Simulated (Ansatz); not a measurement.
# Counterpoise correction, worked out

The pair of H2S (SMILES S, atoms 1–3) and H2S (SMILES S, atoms 4–6), both closed shells, in one local arrangement (a lower one may exist), relaxed at PBE0-D4/def2-TZVP:

```
6
angstrom
S -0.1395 -0.2953 -2.1846
H 0.2769 -0.2616 -0.9038
H 0.1622 0.9970 -2.3784
S 0.5165 -0.2112 1.8039
H -0.5087 -1.0765 1.8321
H -0.3074 0.8476 1.8308
```

Program: Ansatz 0.2.0. Basis: def2-TZVPPD. Cores are frozen in the correlated methods.

CCSD(T) total energies in eV:

| system | geometry | basis functions | energy |
| --- | --- | --- | --- |
| pair | pair | all | -21711.12620 |
| H2S | as in the pair | all (partner as ghosts) | -10855.53489 |
| H2S | as in the pair | all (partner as ghosts) | -10855.54029 |
| H2S | as in the pair | its own | -10855.52882 |
| H2S | as in the pair | its own | -10855.52975 |
| H2S | free (PBE0-D4 minimum) | its own | -10855.52983 |
| H2S | free (PBE0-D4 minimum) | its own | -10855.52983 |

(1) Work out the interaction energy with and without the counterpoise correction, the superposition error, and the binding energy from the relaxed fragments.

The T1 diagnostic stays at or below 0.011.

Answers

(1) Without correction: -21711.12620 − (-10855.52882) − (-10855.52975) = -0.06763 eV.
With correction (each fragment in the whole basis): -21711.12620 − (-10855.53489) − (-10855.54029) = -0.05102 eV = -1.18 kcal/mol.
The superposition error is the difference, 0.01661 eV, 25 % of the uncorrected value: each fragment borrows its partner's functions.
Deformation from the free shapes: 0.00101 eV for H2S and 0.00008 eV for H2S.
Binding energy from relaxed fragments: -0.05102 + 0.00101 + 0.00008 = -0.04993 eV = -1.15 kcal/mol (electronic, without zero-point energy; negative means bound). For comparison, the corrected interaction energy by CCSD(T) at an estimated basis limit (MP2 extrapolated from triple and quadruple zeta, plus CCSD(T) − MP2 in triple zeta) is -0.065 eV; triple zeta with the correction binds less.

For scale, one of the runs: CCSD(T)/def2-TZVPPD, 170 basis functions, launched by `ansatz run in.yaml --threads 2 --pin off --events-out ev --progress --plain --max-ram 5222MiB`. Hardware: 2 CPU threads of an Arm Neoverse V2, shared host. Wall time 12 s; peak host memory 1.3 GiB.
